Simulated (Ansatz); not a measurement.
Species: CH$_{4}$O, net charge 1, doublet state. SMILES of the parent species: CO
Geometry from a B3LYP-D3(BJ)/def2-TZVP (Ansatz, a first-principles code) optimisation:
```xyz
6

C     -0.0733     0.6211     0.1251
O      0.0496    -0.6923    -0.1845
H     -1.1776     0.8533     0.1127
H      0.6233    -1.2067     0.4321
H      0.4613     0.9684     1.0035
H      0.1358     1.1968    -0.8226
```
Charge +1, spin multiplicity 2.

Parts of the frozen-core correlation energy in def2-SVP (Ansatz, hartree). Frozen orbitals: 2; correlated occupied orbitals by spin: 7 and 6; virtual: 39 and 40. UHF or UKS for open shells. Spin-orbit coupling is left out. No relativistic terms.

```csv
term,value
reference (HF),-114.59530
MP2 opposite-spin,?
MP2 same-spin,-0.06986
CCSD correlation,?
(T),?
T1 diagnostic,0.035
largest doubles amplitude,0.034
<S^2> of the reference,0.765
```

Problem. Complete the blanks.

Solution. 
- MP2 opposite-spin, value: -0.23036
- CCSD correlation, value: -0.33498
- (T), value: -0.00803
